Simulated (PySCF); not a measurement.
Pyrazine, C₄H₄N₂, SMILES c1cnccn1, singlet, PBE0/def2-SVP optimised geometry.

```
10

C     -1.33    -0.02     0.00
C     -0.61     1.18     0.00
N      0.71     1.20     0.00
C      1.33     0.02     0.00
C      0.61    -1.18     0.00
N     -0.71    -1.20     0.00
H     -2.42    -0.02     0.00
H     -1.14     2.14     0.00
H      2.42     0.02     0.00
H      1.14    -2.14     0.00
```

Density from PySCF with PBE0/def2-TZVP at that geometry.

Minimum of the electron density along straight lines between bonded atoms, close to the bond critical point (lines longer than 1.1 times the sum of covalent radii, or with two minima, are not listed):

```tsv
bond	length / Å	ρ at the minimum / e bohr⁻³	∇²ρ there / e bohr⁻⁵	position (fraction from the first atom)
C1–C2	1.397	0.320	-0.95	0.50
C2–N3	1.330	0.353	-1.15	0.37
N3–C4	1.329	0.353	-1.15	0.64
C4–C5	1.397	0.320	-0.95	0.50
C1–N6	1.329	0.353	-1.15	0.37
C5–N6	1.330	0.353	-1.15	0.37
C1–H7	1.096	0.283	-1.01	0.65
C2–H8	1.096	0.283	-1.01	0.65
C4–H9	1.096	0.283	-1.01	0.65
C5–H10	1.096	0.283	-1.01	0.65
```
